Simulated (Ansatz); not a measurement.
## Worked example: Si–CH$_{2}$⁺, doublet against Si–CH2, singlet

Geometry (PBE0/def2-TZVP stationary point of a singlet), kept for both states (Si–CH2, singlet: A1; Si–CH2⁺, doublet: B1):

```xyz
4

Si    0.0000    0.0000    0.5957
C     0.0000    0.0000   -1.1063
H     0.0000   -0.9093   -1.7078
H     0.0000    0.9093   -1.7078
```

Basis cc-pVDZ; Ansatz 0.2.0. Correlated methods freeze the noble-gas cores. Prefix R: restricted or restricted open-shell reference; prefix U: unrestricted.

Full CI isn't at hand for all of this; RCCSDTQ serves as the reference, and is uncertain by about the last step of the cluster series. The frozen core follows each run's orbitals, which can shift R against U totals by a few meV.

Unrestricted rows (U, and Kohn–Sham where it breaks symmetry) aren't spin-pure: their determinants' ⟨S²⟩ exceeds S(S+1) by up to 0.25, so they mix in states of higher spin.

| level | E(Si–CH2, singlet) (hartree) | E(Si–CH2⁺, doublet) (hartree) |
| --- | --- | --- |
| UHF | -327.877745 | -327.604854 |
| RCCSD(T) | -328.130671 | -327.812110 |
| PBE | -328.503995 | -328.176999 |
| PBE0 | -328.534345 | -328.211813 |
| RCCSDTQ | -328.132373 | -327.813338 |

**Question.** Give the vertical gap, Si–CH2⁺ doublet less Si–CH2 singlet, at each level in eV (1 hartree = 27.2114 eV), and each error against RCCSDTQ.

**Answer.** RCCSDTQ: (-327.813338 − (-328.132373)) × 27.2114 = 8.681 eV (the reference)
PBE0: (-328.211813 − (-328.534345)) × 27.2114 = 8.777 eV, error 0.096 eV
PBE: (-328.176999 − (-328.503995)) × 27.2114 = 8.898 eV, error 0.217 eV
RCCSD(T): (-327.812110 − (-328.130671)) × 27.2114 = 8.668 eV, error -0.013 eV
UHF: (-327.604854 − (-327.877745)) × 27.2114 = 7.426 eV, error -1.255 eV

Total energies of functionals can't be set beside those of wave-function methods, since they hold the core's correlation and their own absolute errors; only the differences compare.

In so small a basis the reference is far from its limit while semilocal and hybrid functionals are nearer theirs, so the functionals' errors here hold much of the reference's basis and frozen-core error, which can add to them or hide them.

Each level lands on the state that its own search finds. T1 diagnostics of restricted CCSD: 0.016 and 0.015.
